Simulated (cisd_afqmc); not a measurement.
Input (AFQMC/CISD/cc-pVTZ; cisd_afqmc is a phaseless AFQMC code with CISD trial states that reads the integrals written by Ansatz):

Ansatz 0.2 input:
```python
import cisd_afqmc

open("ham.yaml", "w").write("""\
crystal:
  periodic: [false, false, false]
  atoms:
    - {symbol: C, position_ang: [-0.00019563, 0.15550613, 0.00202608]}
    - {symbol: O, position_ang: [0.17957592, 1.34436533, 0.02150898]}
    - {symbol: O, position_ang: [-1.24075128, -0.39145259, -0.00806913]}
    - {symbol: H, position_ang: [-1.87281040, 0.34435362, 0.00369356]}
    - {symbol: C, position_ang: [1.06723178, -0.89990501, -0.01278456]}
    - {symbol: H, position_ang: [2.04521103, -0.42828239, -0.01861816]}
    - {symbol: H, position_ang: [0.96507164, -1.53966978, 0.86487520]}
    - {symbol: H, position_ang: [0.94971362, -1.53330998, -0.89291863]}
basis:
  gaussian:
    orbitals: cc-pVTZ
magnetization: {spin_polarized: false}
correlation: {method: ccsd, electrons: outside_noble_gas, hamiltonian_folder: ham}
""")
rep = cisd_afqmc.ansatz("ham.yaml")
e_ccsd = rep["correlation"]["coupled_cluster"]["energy"]["hartree"]
out = cisd_afqmc.run("ham", e_ccsd, trial="CISD", walkers=1000, populations=1, threads=12, dt=0.005, steps=40, early=24, settle=10, least=100,
    cut=5e-5, rank_cut=2e-4, target=0.0004, seconds=1500, seed=4, memory=62639, gpu=True)
```

Output:

```
orbitals 172, occupied [12], factors 920 of 1032, rank of the doubles 617 of 1920
E(HF) = -227.902496
E(CCSD) on the cut factors = -228.718916, shift to the whole factors -0.000011
Energy of the trial state on the determinant = -228.718904
  tau behind 7.2 of longer steps, mean of the populations' last blocks
   2.0  -228.75552
   4.0  -228.75408
   6.0  -228.75325
   8.0  -228.75376
  10.0  -228.75310
  12.0  -228.75240
  14.0  -228.75556
  16.0  -228.75705
  18.0  -228.75436
  20.0  -228.75021
  22.0  -228.75359
  24.0  -228.75374
  26.0  -228.75613
  28.0  -228.75056
  30.0  -228.75473
  32.0  -228.75517
  34.0  -228.75473
  36.0  -228.75338
  38.0  -228.75291
  40.0  -228.75361
  42.0  -228.75634
blocks 208 (0 outliers left out), error by blocks joined: 1: 0.00024, 2: 0.00029, 4: 0.00034, 8: 0.00038, 16: 0.00038
E(AFQMC/CISD) = -228.75397 +/- 0.00038
```
